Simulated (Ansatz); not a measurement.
Ansatz (a quantum-chemistry and plane-wave program) input (B3LYP/6-311+G**): The .json file is the Basis Set Exchange's 6-311+G**.

Ansatz 0.2 input:
```yaml
crystal:
  periodic: [false, false, false]
  atoms:
    - {symbol: C, position_ang: [0.61723220, 1.81496136, -0.01180263]}
    - {symbol: C, position_ang: [0.63017707, 0.50244316, -0.00264856]}
    - {symbol: C, position_ang: [-0.56023880, -0.34796635, 0.00166745]}
    - {symbol: C, position_ang: [-0.51540923, -1.68016968, 0.01100151]}
    - {symbol: H, position_ang: [-0.10835360, 2.61332352, -0.01833770]}
    - {symbol: H, position_ang: [1.58697970, -0.01948594, 0.00227373]}
    - {symbol: H, position_ang: [-1.51868680, 0.16047769, -0.00316319]}
    - {symbol: H, position_ang: [0.42761727, -2.21403873, 0.01598836]}
    - {symbol: H, position_ang: [-1.41812403, -2.27588747, 0.01393218]}
basis:
  gaussian:
    orbitals: 6-311+G__.json
hamiltonian:
  xc: {name: B3LYP}
magnetization: {spin_polarized: true, initial_magnetization: 1}
output: {forces: true}
```

From the last part of the output:

```
WARN ansatz: RAYON_NUM_THREADS=1 ignored (pool sized by the plan → 1); use --threads N
Functional definition: B3LYP
integrals: 0.04 GiB planned
940 factors; their error is unknown
mean field: 0.48 GiB planned
mean field evaluation 1: about -4217.9079 eV, gradient 4.3e1 eV
mean field evaluation 2: about -4211.3267 eV, gradient 5.4e1 eV
mean field evaluation 4: about -4227.2506 eV, gradient 4.4e0 eV
mean field evaluation 8: about -4227.3509 eV, gradient 1.6e-1 eV
mean field evaluation 16: about -4227.3289 eV, gradient 1.1e-3 eV
mean field -4227.32890587 eV, -155.3514719042 hartree, gradient 7.5e-5 eV, S^2 0.764401; 0 other end points of the search recorded, 0 dependent functions left out
the calculation of the forces begins
reference -4227.32921308 eV, -155.3514831942 hartree; 15, 14 occupied and 103, 104 virtual orbitals, 940 factors
Total energy: -4227.32921308 eV, -155.3514831942 hartree
Atom 0 at     0.617232     1.814961    -0.011803 Å, force     0.026537     0.215996    -0.001468 eV/Å
Atom 1 at     0.630177     0.502443    -0.002649 Å, force     0.073880    -0.131869     0.001017 eV/Å
Atom 2 at    -0.560239    -0.347966     0.001667 Å, force    -0.069600     0.125574    -0.000968 eV/Å
Atom 3 at    -0.515409    -1.680170     0.011002 Å, force    -0.002402    -0.189002     0.001312 eV/Å
Atom 4 at    -0.108354     2.613324    -0.018338 Å, force    -0.024226     0.057749    -0.000435 eV/Å
Atom 5 at     1.586980    -0.019486     0.002274 Å, force     0.057272    -0.017814     0.000201 eV/Å
Atom 6 at    -1.518687     0.160478    -0.003163 Å, force    -0.058807     0.023276    -0.000241 eV/Å
Atom 7 at     0.427617    -2.214039     0.015988 Å, force     0.045869    -0.042180     0.000355 eV/Å
Atom 8 at    -1.418124    -2.275887     0.013932 Å, force    -0.048522    -0.041730     0.000225 eV/Å
Dipole moment:    -0.144399    -0.076387     0.000337 e Å
```
